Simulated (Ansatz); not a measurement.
**H₂S ··· CH₄O**

The pair of H₂S (SMILES S, atoms 1–3) and CH₄O (SMILES CO, atoms 4–9), both closed shells, in one local arrangement (a lower one may exist), relaxed at PBE0-D4/def2-TZVP:

| atom | x (Å) | y (Å) | z (Å) |
| --- | --- | --- | --- |
| S1 | -0.3427 | -0.4357 | -2.6604 |
| H2 | 0.8976 | -0.0986 | -3.0430 |
| H3 | -0.2348 | 0.2413 | -1.4978 |
| C4 | 0.0280 | -0.2888 | 1.3016 |
| O5 | 0.0234 | 0.8615 | 0.4792 |
| H6 | 0.5661 | -1.0650 | 0.7576 |
| H7 | -0.9844 | -0.6537 | 1.5072 |
| H8 | 0.5429 | -0.1082 | 2.2516 |
| H9 | -0.4960 | 1.5473 | 0.9042 |

Computed with Ansatz 0.2.0 (basis: def2-TZVPPD, with def2-QZVPPD for the basis limit); correlated methods freeze the cores. B3LYP uses VWN-RPA correlation. Extrapolation: Hartree–Fock as exp(−7.88 √X), correlation as X^−2.97. Interaction energies count from these two fragments, frozen as in the pair, with the counterpoise correction; negative means bound.

Q: What is the interaction energy by CCSD(T) at an estimated basis limit (MP2 extrapolated from triple and quadruple zeta, plus CCSD(T) − MP2 in triple zeta)? (An estimate is asked for; the value comes from the calculation.)

A: By the calculation: -3.17 kcal/mol. Hartree–Fock alone gives -0.74 kcal/mol at the basis limit. It counts from the two fragments frozen as in the pair.

The same quantity by other methods in triple zeta, and each one's difference from that estimate:
```
   method  E_int (kcal/mol)  difference
   PBE-D4             -3.67       -0.51
revPBE-D4             -3.07        0.09
  BLYP-D4             -3.15        0.02
r2SCAN-D4             -3.32       -0.16
   B97M-V             -3.16        0.00
  PBE0-D4             -3.48       -0.32
 B3LYP-D4             -3.27       -0.10
 HSE06-D4             -3.47       -0.31
  wB97X-V             -3.09        0.08
  wB97M-V             -3.00        0.17
   B2PLYP             -2.45        0.72
       HF             -0.75        2.42
      MP2             -3.07        0.09
     CCSD             -2.40        0.76
  CCSD(T)             -2.77        0.40
```
Differences are method less estimate.

Q: Which atoms make the shortest contact between the fragments?

A: H3 and O5, 2.09 Å apart.

Basis-set superposition shift (counterpoise-corrected less uncorrected): CCSD(T) 0.51; MP2 0.49; HF 0.04; PBE0-D4 0.06; wB97M-V 0.07 kcal/mol.

The T1 diagnostic stays at or below 0.011.

For scale, one of the runs: CCSD(T)/def2-TZVPPD, 230 basis functions, launched by `ansatz run in.yaml --threads 4 --pin off --events-out ev --progress --plain --max-ram 9574MiB`. Time: 65 s of wall clock on 4 CPU threads of an Arm Neoverse V1; the host was shared. Peak host memory: 3.9 GiB.
